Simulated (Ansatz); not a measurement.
**Zinc-blende InP: smallest direct gap on the k points sampled by level of theory**

No measured value is used here.

Q: Put these levels in order of the smallest direct gap on the k points sampled that they give for zinc-blende InP, smallest first: HSE06+SOC (Ansatz, a program for electronic structure), LDA+SOC (Ansatz), r²SCAN+SOC (Ansatz).

A: LDA+SOC (0.43 eV), r²SCAN+SOC (1.11 eV), HSE06+SOC (1.43 eV)

Computed values are for a static lattice.  Values are at the measured cell. Cutoffs and k meshes differ between the levels. Ansatz's density-functional and Hartree–Fock values are scalar-relativistic unless marked +SOC, with PAW data made under PBE.
